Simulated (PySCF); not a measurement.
Level sweep

Species: magnesium dihydride, MgH2.
Z-matrix (Å and degrees, PBE0-D3(BJ)/def2-SVP geometry), rows numbered from 1:
```
Mg
H   1  1.7052
H   1  1.7066  2  179.95
```

PySCF, dipoles from the SCF density, polarisabilities from static response with core orbitals frozen. Isolated species at its PBE0-D3(BJ)/def2-SVP geometry, gas phase.

The anisotropy is √(½[(α1 − α2)² + (α2 − α3)² + (α3 − α1)²]).

```tsv
level	α (au)	anisotropy (au)
LDA/def2-SVPD	36.64	8.52
PBE/def2-SVPD	35.83	7.15
B3LYP/def2-SVPD	33.96	7.45
PBE0/def2-SVPD	34.16	5.93
BHandHLYP/def2-SVPD	32.26	6.30
CAM-B3LYP/def2-SVPD	33.21	6.89
wB97X-D/def2-SVPD	34.44	4.75
LC-wPBE/def2-SVPD	32.72	4.12
HF/def2-SVPD	30.81	3.80
PBE0/6-31G*	28.19	5.84
PBE0/6-31+G*	28.65	7.05
PBE0/def2-SVP	32.23	5.22
PBE0/def2-TZVP	33.66	6.73
PBE0/aug-cc-pVDZ	35.30	6.89
PBE0/def2-TZVPD	35.02	6.99
PBE0/aug-cc-pVTZ	35.45	7.23
```

No reference polarisability is at hand; against PBE0 in the largest diffuse basis at hand (aug-cc-pVTZ) the other PBE0 rows deviate by 6-31G* -20%, 6-31+G* -19%, def2-SVP -9%, def2-SVPD -4%, def2-TZVP -5%, aug-cc-pVDZ 0%, def2-TZVPD -1%. The dipole stays under 0.05 D at every level. In one basis (def2-SVPD) the functionals order the polarisability from HF (lowest) to LDA (highest), a spread of 19%. With PBE0 the polarisability is 31.36 au without diffuse functions (mean of 6-31G*, def2-SVP and def2-TZVP) and 33.71 au with them (mean of 6-31+G*, def2-SVPD, aug-cc-pVDZ, def2-TZVPD and aug-cc-pVTZ).
